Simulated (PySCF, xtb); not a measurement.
LiF, SMILES [Li][F].

xtb with GFN2-xTB at its own geometry gives an orbital gap of 5.17 eV and a dipole moment of 6.06 D.

Geometry optimised at PBE-D3(BJ)/def2-TZVPD.

Task: What does PBE0/def2-TZVPD run with PySCF give? (Estimate from the structure and the level; the computed values follow.)

Result: gap 6.83 eV (levels -7.88 and -1.05 eV), dipole 6.31 D.
